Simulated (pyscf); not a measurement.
Structures and frequencies: ωB97X-D3(BJ)/def2-SVP in PySCF.

Question: For the elementary gas-phase step F–Ga(F)–F (SMILES [F][Ga]([F])[F]) + H₂C=CH₂ (SMILES C=C) -> F–CH₂–CH₂–Ga(F)–F (SMILES FC[CH2][Ga]([F])[F]) (singlet surface; F–Ga broken, C–F, C–Ga formed), what barrier and reaction energy does ωB97M-D3(BJ)/def2-TZVP give, measured from the separated reactants?

Answer: ΔE‡ = 6.9 kJ/mol, ΔE = -23.2 kJ/mol. Zero-point energy shifts the barrier by +7.9 kJ/mol. It is an addition across a multiple bond or ene-type step, with an imaginary mode of 351i cm⁻¹. On the reactant side the descent ends in a bound adduct, 83.6 kJ/mol under the separated species and 77.6 kJ/mol under the saddle at ωB97X-D3(BJ)/def2-TZVP. What is counted as broken (F–Ga) persists as a longer contact in the product adduct; parting that adduct is a step of its own. At ωB97X-D3(BJ) the barrier from the zero used here is -6.0 kJ/mol. F–CH₂–CH₂–Ga(F)–F is closed by a dative F–Ga contact. This is the saddle that the search found; another between the same sides may lie lower. Elements up to Kr have no core potential and no relativistic terms here.
